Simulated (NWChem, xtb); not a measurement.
## How methods differ on SiH2OF (SMILES O[SiH]F)

SiH2OF has 5 atoms, charge 0, and is taken as a doublet. As SMILES, `O[SiH]F`. The coordinates come from a PBE0-D4/def2-TZVP relaxation. This is one conformer, not always the lowest.

```xyz
5

O    -0.6152   -0.8846   -0.2763
Si    0.2839    0.2457    0.4931
F     0.2070    1.6465   -0.2831
H    -1.5645   -0.7651   -0.3380
H     1.6888   -0.2426    0.4044
```

Each level gives the mean polarisability (bohr³). The values are calculated.

```tsv
level	kind	program	value (bohr³)	CPU time
GFN2-xTB	semi-empirical	xtb	43.9	under 2 s
GFN0-xTB	semi-empirical	xtb	45.0	under 2 s
UBP86/DGauss-DZVP	GGA	NWChem	26.2	17 s
UBP86/MIDI!	GGA	NWChem	24.8	13 s
UBP86/MINI	GGA	NWChem	18.1	4 s
UBP86/jorge-DZP	GGA	NWChem	27.4	21 s
UBP86/SBKJC-VDZ (core potential)	GGA	NWChem	25.9	5.9 s
UBP86/LANL2DZ (core potential)	GGA	NWChem	23.7	6.9 s
```

The values span 18.1 to 45.0 bohr³. Without the sets that lack polarisation functions the rows with a basis span only 24.8 to 27.4 bohr³. Times are those of the runs behind each value, whatever else they computed, on shared processors of several kinds: orders of magnitude only.
